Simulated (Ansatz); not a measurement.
The input, for Ansatz 0.2.0:

```yaml
crystal:
  periodic: [false, false, false]
  atoms:
    - {symbol: Ge, position_ang: [0.000000, -0.063662, 1.106172]}
    - {symbol: O, position_ang: [0.000000, 0.336604, -4.980682]}
    - {symbol: H, position_ang: [1.259685, -0.812129, 1.583594]}
    - {symbol: H, position_ang: [0.000000, 1.391697, 1.581046]}
    - {symbol: H, position_ang: [-1.259685, -0.812129, 1.583594]}
    - {symbol: H, position_ang: [0.000000, -0.522511, -5.407389]}
basis:
  gaussian: {orbitals: cc-pVDZ}
correlation: {method: sc_nevpt2, electrons: outside_noble_gas, active_space: {window: {electrons: 2, orbitals: 2}, states: [{multiplicity: 2, weights: [1, 1, 1, 1, 1, 1, 1, 1, 1, 1, 1, 1, 1, 1, 1, 1, 1, 1, 1, 1, 1, 1, 1, 1, 1, 1, 1, 1, 1, 1]}]}}
```

```sh
$ ansatz run in.yaml --threads 1 --pin off --events-out ev --progress --plain --max-ram 2393MiB
```

(1) One thing in this input was set wrong on purpose, beside settings that are merely unusual. What is the gravest fault, and what does the program do?

Answers

(1) Impossible set of states or weights. How the run ends: stopped by an error.
```
1103 factors; integrals over basis functions are off by at most 1.9e-7 eV
mean field evaluation 1: about -58558.1722 eV, gradient 4.9e1 eV
mean field evaluation 2: about -58558.1898 eV, gradient 4.9e1 eV
mean field evaluation 4: about -58560.3869 eV, gradient 3.7e1 eV
mean field evaluation 8: about -58562.2375 eV, gradient 1.9e1 eV
mean field evaluation 16: about -58564.5277 eV, gradient 1.9e-2 eV
mean field evaluation 32: about -58558.6051 eV, gradient 2.7e-6 eV
mean field evaluation 64: about -58564.5124 eV, gradient 6.7e-2 eV
mean field evaluation 96: about -58564.5266 eV, gradient 1.2e-1 eV
mean field evaluation 128: about -58564.3337 eV, gradient 4.3e0 eV
mean field -58564.52773544 eV, -2152.2066978147 hartree, gradient 5.2e-6 eV, S^2 0.000000; 8 other end points of the search recorded, 0 dependent functions left out; unrestricted orbitals would lower it
reference -58564.52773544 eV, -2152.2066978147 hartree; 22, 22 occupied and 39, 39 virtual orbitals, 1103 factors
Error: 2 electrons in 2 orbitals have no state of multiplicity 2
```
